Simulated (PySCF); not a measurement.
What an electron can do to SH

r²SCAN in PySCF with def2-TZVPPD on every atom, for the lowest determinant that a PBE0 search found; no spin–orbit coupling.

| species | state (unpaired electrons) | Re (Å) | ωe (cm⁻¹) | energy of the minimum from the neutral (eV) | De (eV) | dissociates to |
| --- | --- | --- | --- | --- | --- | --- |
| SH | doublet (π ↑) | 1.345 | 2693 | 0.00 | 3.85 | H + S |
| SH⁺ | triplet (π ↑↑) | 1.368 | 2543 | 10.37 | 3.86 | H + S⁺ |
| SH⁻ | singlet (closed shell) | 1.345 | 2660 | -2.24 | 3.97 | H + S⁻ |

Work out the lowest energy to break SH into atoms, from its vibrational ground state.

D0 = De − ωe/2 = 3.85 − 0.17 = 3.68 eV (r²SCAN/def2-TZVPPD).

Work out the ionisation energy of the S atom at this level and the threshold of dissociative ionisation.

IE(S) = 10.37 + 3.86 − 3.85 = 10.38 eV, so H + S⁺ + e⁻ appears at D0 + IE(S) = 14.06 eV (r²SCAN/def2-TZVPPD). The measured IE(S) is 10.36 eV (NIST ASD).

Work out the electron affinity of the S atom and the threshold of dissociative attachment.

EA(S) = 3.85 − 3.97 − (-2.24) = 2.12 eV, so H + S⁻ needs D0 − EA(S) = 1.56 eV (r²SCAN/def2-TZVPPD). The measured EA(S) is 2.077 eV.

These are thermodynamic thresholds; the onsets seen under electron impact lie higher where the geometry changes, and cross-sections peak well above them.

For an ion De counts to the pair picked by the measured ionisation energies or electron affinities, which need not be the lowest pair at this level. The highest Kohn–Sham level is positive in this anion. Much of that is self-interaction error, but it also means that the finite basis helps to hold the extra electron. States were picked by a PBE0 search and need not be the measured ground states.
